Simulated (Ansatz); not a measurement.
# Sn₂SbS₂I₃ (Cmcm, No. 63; cell taken from a computed entry)

Calculation: LDA (Ansatz, an electronic-structure program, plane waves, PAW).

Settings: plane-wave cutoff 520 eV, 8×8×2 k mesh (along the axes of the cell as run), Fermi–Dirac smearing 0.01 eV, scalar-relativistic PAW data made under PBE.

Cell (relaxed with PBEsol):

```
CELL_PARAMETERS angstrom
      2.12005    -6.93186     0.00000
      2.12005     6.93186     0.00000
      0.00000     0.00000    15.77180
ATOMIC_POSITIONS crystal
  Sn 0.87055 0.12945 0.47395
  Sn 0.12945 0.87055 0.52605
  Sn 0.12945 0.87055 0.97395
  Sn 0.87055 0.12945 0.02605
  Sb 0.80161 0.19839 0.75000
  Sb 0.19839 0.80161 0.25000
  S  0.26909 0.73091 0.08520
  S  0.73091 0.26909 0.91480
  S  0.73091 0.26909 0.58520
  S  0.26909 0.73091 0.41480
  I  0.56442 0.43558 0.13245
  I  0.43558 0.56442 0.86755
  I  0.43558 0.56442 0.63245
  I  0.56442 0.43558 0.36755
  I  0.85266 0.14734 0.25000
  I  0.14734 0.85266 0.75000
```

For Sn₂SbS₂I₃ (Cmcm, No. 63; cell taken from a computed entry), the band gap is 0.56 eV. The smallest direct gap on the k points sampled is 0.58 eV and the direct gap at Γ is 1.16 eV.

Note: cell and atoms aren't relaxed at this level (pressure -1.3 GPa); this cell isn't known to be the ambient phase, and symmetry holds it in the calculation.

Spin–orbit coupling is not included.

The result took about 7 core-minutes (a rough figure).
